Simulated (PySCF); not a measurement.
**Peak assignment**

Mapped SMILES: `[CH:1]#[C:2][C:3]([CH3:4])([CH3:5])[NH2:6]`. Each H is labelled by its parent atom.

[PySCF: GFN2-xTB structure; J: B3LYP/pcJ-1 (spin–dipole term only in couplings to heteroatoms); NMR shieldings at PBE0/pcSseg-1/GIAO; one conformer; no solvent; relativity neglected; averaged over atoms made equivalent by symmetry, fast rotation or ring inversion]

References, each an isolated molecule treated in the same way: ¹³C (σ = 186.93 ppm) and ¹H (σ = 31.72 ppm) vs TMS.

Task: Assign these signals to the numbered atoms. ¹³C{¹H} NMR (computed): δ 97.4, 75.6, 45.1, 32.8.

Result: 
| δ (ppm) | atoms | environment | reason |
| --- | --- | --- | --- |
| 97.4 | C2 | alkyne carbon | sp carbons lie upfield of alkene carbons because the cylindrical π system leaves one tensor component strongly shielded |
| 75.6 | C1 | terminal alkyne carbon | the triple bond shields along its axis, which puts it between sp3 and sp2 carbons |
| 45.1 | C3 | propargylic fully substituted sp3 carbon bonded to N | deshielded by the electronegative neighbour |
| 32.8 | C4/C5 | methyl carbon | saturated and bonded to C and H only |

Task: Assign these signals to the numbered atoms. ¹H NMR (300 MHz, computed): δ 1.82 (s, 1H), 1.36 (s, 6H), 1.19 (br s, 2H).

Result: 
```tsv
δ (ppm)	atoms	environment	reason
1.82	H(C1)	hydrogen on a terminal alkyne carbon	it lies on the axis of the triple bond, in its shielding cone
1.36	H(C4)/H(C5)	hydrogen on a methyl carbon	–
1.19	H(N6)	hydrogen on an amine nitrogen	labile proton, position sensitive to the medium
```

OH and NH positions are those of a molecule without intermolecular hydrogen bonds; in solution they move with solvent, concentration and temperature, and exchange usually removes their couplings. Shifts are as computed. Against solution values, carbons near 30 ppm lie about +3 ppm off and those near 130 ppm about +5 ppm. Of 1211 compounds with measured shifts, 218 miss one by over three times the rms of a fit or turn the order of signals round; such compounds aren't used in these exercises.
